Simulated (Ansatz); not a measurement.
**Rock-salt TiC**

Level of theory: r²SCAN+rVV10 in Ansatz (PAW).

Settings: plane-wave cutoff 600 eV, 16×16×16 k mesh, Fermi–Dirac smearing 0.1 eV, finite displacements, no spin polarisation, scalar-relativistic PAW data made under PBE.

Cell (relaxed at this level):

```cif
data_C4Ti4
_chemical_formula_sum 'Ti4 C4'
_space_group_name_H-M_alt 'Fm-3m'
_space_group_IT_number 225
_space_group_name_Hall '-F 4 2 3'
_cell_length_a 4.32079
_cell_length_b 4.32079
_cell_length_c 4.32079
_cell_angle_alpha 90.000
_cell_angle_beta 90.000
_cell_angle_gamma 90.000
loop_
_atom_site_label
_atom_site_type_symbol
_atom_site_symmetry_multiplicity
_atom_site_Wyckoff_symbol
_atom_site_fract_x
_atom_site_fract_y
_atom_site_fract_z
_atom_site_occupancy
Ti1 Ti 4 a 0.00000 0.00000 0.00000 1
C1 C 4 b 0.50000 0.50000 0.50000 1
```
(The calculation used a cell of 2 atoms; values per cell refer to that cell.)

```json
{
 "TO(Γ) frequency": "517 cm⁻¹"
}
```

Computing time: around 11 core-minutes (rough).

Ansatz is a program for electronic structure.
